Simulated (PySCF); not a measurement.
Molecule: C3H6Cl, net charge -1, singlet state. It need not be the lowest isomer of its formula. Whether it binds its extra electron was not tested at this geometry. 
Geometry from a B3LYP-D3(BJ)/def2-TZVP (Ansatz) optimisation:
SMILES: Cl[CH-]CC
```xyz
10

C      0.9005    -0.5667     0.0371
C      2.3918    -0.2107     0.0279
C      0.0846     0.7136     0.1306
H      0.6968    -1.1999     0.9101
H      0.6936    -1.2064    -0.8473
H      3.0262    -1.1047    -0.0002
Cl    -1.7722     0.1125    -0.0263
H      2.6394     0.3990    -0.8480
H      2.6461     0.3770     0.9140
H      0.1647     1.2054    -0.8548
```
Charge -1, spin multiplicity 1.

Dispersion corrections to the total energy (kcal/mol) from the dftd3 and dftd4 libraries through PySCF: D3(BJ) without and D4 with the three-body term, each with the damping fitted for the functional named.

```csv
functional,D3(BJ),D4
CAM-B3LYP,-3.22,-3.95
revPBE,-11.40,-16.70
HF,-34.66,[?]
HSE06,-2.70,-3.65
BLYP,-9.16,[?]
r2SCAN,-1.20,-1.20
B2PLYP,[?],-3.32
```

### Question
What belongs in the gaps?

### Answer

- HF, D4: -18.36
- BLYP, D4: -10.75
- B2PLYP, D3(BJ): -3.35
